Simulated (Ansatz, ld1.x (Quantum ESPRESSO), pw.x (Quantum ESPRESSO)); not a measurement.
**scandium: does the RRKJ potential hold in the solid?**

Sc (Z = 21), norm-conserving RRKJ (Kleinman–Bylander form), made with ld1.x (Quantum ESPRESSO) 7.5 (LDA (PW92), scalar-relativistic). Core [Ar], reference 3d1.5 4s1.5 4p0. Waves: 4p (bound, empty): rc 3.25 bohr; 3d (bound): rc 2.50 bohr; 4s (bound): rc 2.80 bohr. Local part: the s channel. Core correction: Bessel-smoothed model core inside 2.10 bohr.

Atomic tests: cutoffs needed: 25 Ry and 30 Ry (the cutoffs (Ry, on a coarse ladder) from which the occupation-weighted sum of valence levels, in a spherical-Bessel basis at the reference potential, stays within 10 and 1 mRy of its value at 400 Ry); ghost test: no extra level below or beside the all-electron valence levels (p, d, s, f tested) (spherical-Bessel basis up to 400 Ry, 20 bohr box); largest excitation error: -96 meV (all-electron minus pseudo) for 3d1 4s0 4p0, out of 7 test configurations.

Crystal test: fcc Sc in pw.x 7.5, no spin, 13³ k-points, Fermi–Dirac smearing 0.01 Ry, cutoffs 50/200 Ry. The reference is all-electron LAPW (Ansatz 0.2.0) with the same functional, mesh and smearing; V0 and B0 come from Birch–Murnaghan fits to the pressures at five volumes. Errors are pseudo minus all-electron; Δ is the rms difference of the E(V) curves that follow from these fits, minima aligned, over ±6 % about the mean V0. Mesh and smearing are coarse, so the numbers serve the comparison and aren't converged zero-temperature values; the lattice is a test structure that the element need not adopt.

All-electron: a0 = 4.485 Å (V0 = 22.56 Å³/atom), B0 = 56.8 GPa.

Q: How far does the potential miss the all-electron equation of state?

A: mean pressure error (GPa): +2.92; a0 (Å): 4.555; a0 error (%): +1.56; B0 error (%): +2.1; Δ (meV/atom): 13.5. The largest radius (3.25 bohr) exceeds half the bond length (3.00 bohr), so the spheres overlap, which is one possible source of error among others. This is a poor potential for the solid.

```csv
V (Å³/atom),P all-electron (GPa),P pseudo (GPa)
21.427,3.16,6.62
21.991,1.50,4.66
22.555,0.00,2.89
23.119,-1.35,1.30
23.683,-2.57,-0.14
```

Q: At the middle volume, how do free energy and pressure move when the wave cutoff is lowered (ecutrho kept at four times it)?

A:

```tsv
cutoff (Ry)	shift of F (meV/atom)	shift of P (GPa)
22	+219.8	-10.29
30	+3.9	-0.08
40	+0.8	-0.06
```

Input at the middle volume:

```
&control
  calculation='scf', prefix='x', pseudo_dir='./', outdir='./tmp', tstress=.true., disk_io='none'
/
&system
  ibrav=0, nat=1, ntyp=1, ecutwfc=50, ecutrho=200, nbnd=8,
  occupations='smearing', smearing='fd', degauss=0.01
/
&electrons
  conv_thr=1e-09, mixing_beta=0.4, electron_maxstep=70
/
ATOMIC_SPECIES
Sc 1.0 Sc.UPF
CELL_PARAMETERS angstrom
  0.00000000 2.24252665 2.24252665
  2.24252665 0.00000000 2.24252665
  2.24252665 2.24252665 0.00000000
ATOMIC_POSITIONS crystal
Sc 0.0000 0.0000 0.0000
K_POINTS automatic
13 13 13 0 0 0
```

```bash
pw.x < Sc.scf.in > Sc.scf.out
```

Lines of the output:

```
Message from routine setup:
     using ibrav=0 with symmetry is DISCOURAGED, use correct ibrav instead
     lattice parameter (alat)  =       5.9931  a.u.
     unit-cell volume          =     152.2087 (a.u.)^3
     number of electrons       =         3.00
     number of Kohn-Sham states=            8
     kinetic-energy cutoff     =      50.0000  Ry
     charge density cutoff     =     200.0000  Ry
     scf convergence threshold =      1.0E-09
     Exchange-correlation= PW
     number of k points=    84  Fermi-Dirac smearing, width (Ry)=  0.0100
     iteration #  1     ecut=    50.00 Ry     beta= 0.40
     total energy              =      -9.56592544 Ry
     estimated scf accuracy    <       0.03712804 Ry
     iteration #  2     ecut=    50.00 Ry     beta= 0.40
     total energy              =      -9.56461482 Ry
     estimated scf accuracy    <       0.00589051 Ry
     iteration #  3     ecut=    50.00 Ry     beta= 0.40
     total energy              =      -9.56588570 Ry
     estimated scf accuracy    <       0.00006090 Ry
     iteration #  4     ecut=    50.00 Ry     beta= 0.40
     total energy              =      -9.56587733 Ry
     estimated scf accuracy    <       0.00010548 Ry
     iteration #  5     ecut=    50.00 Ry     beta= 0.40
     total energy              =      -9.56589437 Ry
     estimated scf accuracy    <       0.00000003 Ry
     iteration #  6     ecut=    50.00 Ry     beta= 0.40
     total energy              =      -9.56589447 Ry
     estimated scf accuracy    <       0.00000014 Ry
     iteration #  7     ecut=    50.00 Ry     beta= 0.40
     total energy              =      -9.56589448 Ry
     estimated scf accuracy    <          4.5E-09 Ry
     iteration #  8     ecut=    50.00 Ry     beta= 0.40
     the Fermi energy is     5.6001 ev
!    total energy              =      -9.56589448 Ry
     estimated scf accuracy    <          3.0E-10 Ry
     smearing contrib. (-TS)   =      -0.00768612 Ry
     The total energy is F=E-TS. E is the sum of the following terms:
     one-electron contribution =       3.35307492 Ry
     hartree contribution      =       0.02604739 Ry
     xc contribution           =      -8.06875065 Ry
     ewald contribution        =      -4.86858002 Ry
     convergence has been achieved in   8 iterations
          total   stress  (Ry/bohr**3)                   (kbar)     P=       28.94
     Message from routine punch:
     Nothing written, as per user request (disk_io='none')
```

The run at the middle volume (84 k-points, 8 iterations) took about 4.2 s on one core of a shared host (AMD EPYC 9R45 96-Core Processor, 96 threads, 376 GiB, load 48).
